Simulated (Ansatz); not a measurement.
Reaction (SMILES): OO (H2O2) → H2O2+ (doublet, bonded as OO) + e-
B3LYP-D3(BJ)/def2-TZVP geometries, fixed; electronic energies without zero-point terms.
Largest species:
```xyz
4

O      0.0155     0.7238    -0.0702
O     -0.0112    -0.7261    -0.0419
H      0.8057     0.8967     0.4614
H     -0.8394    -0.8786     0.4355
```
Charge 0, spin multiplicity 1.

Basis-set convergence of the adiabatic ionisation energy at B3LYP with Ansatz (a quantum-chemistry and plane-wave program). Cartesian d functions, on some or all atoms, in 6-31G*, 6-31G**, 6-31+G*; all else is spherical. The program fits the integrals of some runs and decomposes those of others, by size. Open shells are unrestricted. No added dispersion term, no relativity. Functions are those of the species that has most. Reference: the value in aug-pcseg-3, 10.522 eV, itself unsure by roughly 0.005 eV (its mean distance from aug-cc-pVQZ, cc-pV5Z, def2-QZVPPD). Deviations are taken from unrounded values.

| basis | functions | adiabatic ionisation energy (eV) | minus reference (eV) |
|---|---|---|---|
| 3-21G | 22 | 10.167 | -0.355 |
| 6-31G* | 34 | 10.193 | -0.329 |
| pcseg-1 | 38 | 10.507 | -0.015 |
| 6-31G** | 40 | 10.196 | -0.326 |
| 6-31+G* | 42 | 10.530 | 0.008 |
| def2-SVPD | 62 | 10.591 | 0.069 |
| aug-cc-pVDZ | 64 | 10.516 | -0.006 |
| 6-311++G(2d,2p) | 74 | 10.563 | 0.041 |
| def2-TZVPD | 98 | 10.516 | -0.006 |
| jun-cc-pV(T+d)Z | 106 | 10.533 | 0.011 |
| aug-pcseg-2 | 138 | 10.536 | 0.014 |
| pcseg-3 | 186 | 10.520 | -0.002 |
| cc-pV5Z | 292 | 10.509 | -0.013 |
